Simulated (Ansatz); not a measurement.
Coupled-cluster diagnostics for Si2H2⁻, Ansatz.

Geometry of the doublet (r2SCAN-D4/def2-TZVPD):

```xyz
4

Si   -0.9864    0.7014    0.1553
Si   -0.1978   -1.2044   -0.7860
H     1.0114   -1.1561    0.1738
H     0.1729    1.6591    0.4569
```

Correlated methods freeze 10 core orbitals. Another isomer (doublet) lies 0.33 eV lower at PBE0-D4/def2-TZVPD; other spin states weren't run for this one.

Question: Estimate the CCSD(T) correlation energy, the shares of MP2 and (T), T1 and the reference's ⟨S²⟩ for: charge -1, doublet, own geometry in def2-TZVPPD; and the rough time on 4 threads of Intel Xeon Platinum 8259CL on a shared host.

Answer: 
```tsv
state	basis	correlation (eV)	MP2 share (%)	(T) share (%)	T1	⟨S²⟩ (pure)	wall time	remarks
charge -1, doublet, own geometry	def2-TZVPPD	-7.409	78.1	5.4	0.067	1.17 (0.75)	12 s	large T1, spin-contaminated
```
Customary marks for T1 are 0.02 (closed shells), 0.045 (open shells) and about 0.05 (3d metals). T1 exceeds 0.02 in 1 of 1 rows and 0.045 in 1; the higher it lies, the less the single-reference result can be trusted.
